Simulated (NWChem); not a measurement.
# BeH, doublet; SMILES [BeH]

```xyz
2

Be     0.0000     0.0000     0.2813
H      0.0000     0.0000    -1.0686
```
Atoms are numbered in this order, from 1.

The geometry was optimised at B3LYP/6-31G* (spherical d), spin-unrestricted. This spin state was assumed; another may lie lower. No stability test was run on the SCF state.

 States above −ε(HOMO) = 4.7 eV lie in this functional's continuum and hang on the basis.

List the 4 lowest vertical excitations from PBE/aug-cc-pVDZ, spin-unrestricted, TDA (NWChem).


```csv
state,energy (eV),oscillator strength,<S²>
state 1,2.54,0.051,0.75
state 2,2.54,0.051,0.75
state 3,4.78,0.041,0.76
state 4,4.94,0.004,0.76
```
